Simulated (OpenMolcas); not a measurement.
# FNO-MP2/ANO-L-VDZ (RICD fitting, virtual fraction 0.5) run of C4H10 (isobutane)

Aim: the energy change on altering one bond length of C4H10 (isobutane) at FNO-MP2/ANO-L-VDZ (RICD fitting, virtual fraction 0.5), from 2 runs. 

The results are computed with OpenMolcas 26.06.

## Step 1: The structure to begin with

C4H10: 14 atoms, total charge 0, spin state singlet. As SMILES, `CC(C)C`. Geometry: relaxed at GFN2-xTB.

Bond lengths: C1–C2 1.527 Å, C2–C3 1.527 Å, C2–C4 1.527 Å, C1–H5 1.088 Å, C1–H6 1.088 Å, C1–H7 1.088 Å, C2–H8 1.096 Å, C3–H9 1.089 Å, C3–H10 1.088 Å, C3–H11 1.088 Å, C4–H12 1.088 Å, C4–H13 1.088 Å, C4–H14 1.088 Å. Some angles: C1–C2–C3 110.4°, C1–C2–C4 110.4°, C3–C2–C4 110.5°, C1–C2–H8 108.5°, C3–C2–H8 108.5°, C4–C2–H8 108.5°, C2–C1–H5 110.6°, C2–C1–H6 110.7°, C2–C1–H7 110.3°, C2–C3–H9 110.4°.

## Step 2: A single-point energy at FNO-MP2/ANO-L-VDZ (RICD fitting, virtual fraction 0.5)

job.inp reads:

```
&gateway
  coord
  14
  angstrom
  C       -0.524870       1.079990      -0.811190
  C       -0.340370      -0.012560       0.239000
  C        0.863390       0.300110       1.124810
  C       -0.170720      -1.373490      -0.431860
  H       -1.398230       0.876490      -1.427060
  H       -0.657660       2.050190      -0.337290
  H        0.347630       1.131490      -1.459740
  H       -1.237140      -0.044350       0.868680
  H        1.773350       0.337720       0.528170
  H        0.987240      -0.465530       1.888050
  H        0.737640       1.260620       1.620210
  H       -0.061260      -2.158230       0.313650
  H        0.715120      -1.375140      -1.064350
  H       -1.034120      -1.607310      -1.051060
  basis=ANO-L-VDZ
  group=NoSym
  ricd

&seward

&scf
  prorbitals=1 1

&mbpt2
  fnomp2=0.5
  domp2
  frozen=4
```

Launch:

```sh
$ export MOLCAS_MEM=1860
$ pymolcas job.inp > job.log
```

What it wrote:

```text
--- Start Module: gateway ---
[...]
--- Stop Module: gateway /rc=_RC_ALL_IS_WELL_ ---
[...]
      Basis functions           56
[...]
--- Start Module: scf ---
[...]
       Convergence after   9 Iterations
[...]
::    Total SCF energy                               -157.2534880139
[...]
      Total spin, S                                     0.0000000000
[...]
      Total electronic charge=   34.000000
      Total            charge=   -0.000000
[...]
      Dipole Moment (debye):
      Origin of the operator (angstrom)=   -0.0327   -0.0011    0.0229
                   X= -9.7232E-02               Y= -4.6563E-03               Z=  6.8065E-02           Total=  1.1878E-01
      Quadrupole Moment (debye*angstrom):
[...]
--- Stop Module: scf /rc=_RC_ALL_IS_WELL_ ---
--- Start Module: mbpt2 ---
[...]
WARNING!
Default frozen orbitals as non valence orbitals is overwritten by user input.
Default values:   4
[...]
       Reference weight ( Cref**2 )         =        0.90085
::    Total MBPT2 energy                             -157.5346232431
[...]
--- Stop Module: mbpt2 /rc=_RC_ALL_IS_WELL_ ---
[...]
```

Wall time 2.4 s (1 thread of Arm Neoverse V1, shared host); peak memory 0.082 GiB.

## Step 3: The distorted shape at the same level

job.inp reads:

```
* C4H10 FNO-MP2
>>> EXPORT MOLCAS_PRINT=2

&GATEWAY
  COORD
  14
  angstrom
  C       -0.552234       1.276169      -0.997562
  C       -0.367734       0.183619       0.052628
  C        0.836026       0.496289       0.938438
  C       -0.198084      -1.177311      -0.618232
  H       -1.425594       1.072669      -1.613432
  H       -0.685024       2.246369      -0.523662
  H        0.320266       1.327669      -1.646112
  H       -1.264504       0.151829       0.682308
  H        1.745986       0.533899       0.341798
  H        0.959876      -0.269351       1.701678
  H        0.710276       1.456799       1.433838
  H       -0.061260      -2.158230       0.313650
  H        0.687756      -1.178961      -1.250722
  H       -1.061484      -1.411131      -1.237432
  BASIS=ANO-L-VDZ
  GROUP=NoSym
  RICD

&SEWARD

&SCF
  PRORBITALS=1 1

&MBPT2
  FNOMP2=0.5
  DOMP2
  FROZEN=4
```

Launch:

```sh
$ export MOLCAS_MEM=1860
$ pymolcas job.inp > job.log
```

What it wrote:

```text
--- Start Module: gateway ---
[...]
--- Stop Module: gateway /rc=_RC_ALL_IS_WELL_ ---
[...]
      Basis functions           56
[...]
--- Start Module: scf ---
[...]
       Convergence after  10 Iterations
[...]
::    Total SCF energy                               -157.2235753650
[...]
      Total spin, S                                     0.0000000000
[...]
      Total electronic charge=   34.000000
      Total            charge=   -0.000000
[...]
      Dipole Moment (debye):
      Origin of the operator (angstrom)=   -0.0596    0.1916   -0.1603
                   X= -1.4123E-01               Y=  3.5971E-01               Z= -1.0815E-01           Total=  4.0129E-01
      Quadrupole Moment (debye*angstrom):
[...]
--- Stop Module: scf /rc=_RC_ALL_IS_WELL_ ---
--- Start Module: mbpt2 ---
[...]
WARNING!
Default frozen orbitals as non valence orbitals is overwritten by user input.
Default values:   4
[...]
       Reference weight ( Cref**2 )         =        0.89686
::    Total MBPT2 energy                             -157.5095307132
[...]
--- Stop Module: mbpt2 /rc=_RC_ALL_IS_WELL_ ---
[...]
```

It took 2.4 s on 1 thread of Arm Neoverse V1, shared host; peak memory 0.082 GiB.

## Step 4: Results

At FNO-MP2/ANO-L-VDZ (RICD fitting, virtual fraction 0.5), 4 core orbitals frozen:

```
                                                          quantity          value
                                         first shape: total energy  -157.53462 Eh
                   first shape: dipole moment (mean-field density)         0.12 D
                  first shape: HOMO energy (Hartree–Fock orbitals)      -12.62 eV
                  first shape: LUMO energy (Hartree–Fock orbitals)        2.69 eV
                first shape: HOMO–LUMO gap (Hartree–Fock orbitals)       15.31 eV
          first shape: correlation energy (4 core orbitals frozen)     -281.1 mEh
                                     distorted shape: total energy  -157.50953 Eh
               distorted shape: dipole moment (mean-field density)         0.40 D
              distorted shape: HOMO energy (Hartree–Fock orbitals)      -12.16 eV
              distorted shape: LUMO energy (Hartree–Fock orbitals)        2.60 eV
            distorted shape: HOMO–LUMO gap (Hartree–Fock orbitals)       14.76 eV
      distorted shape: correlation energy (4 core orbitals frozen)     -286.0 mEh
energy change with the C4–H12 bond stretched from 1.088 to 1.360 Å       0.683 eV
```

What this shows: With the C4–H12 bond stretched from 1.088 to 1.360 Å the energy rises by 0.68 eV (15.7 kcal/mol). The first shape isn't relaxed at this level, so the change isn't measured from a minimum. Mulliken charges (distorted shape) of the mean-field density run from -0.42 on C4 to +0.13 on H10.
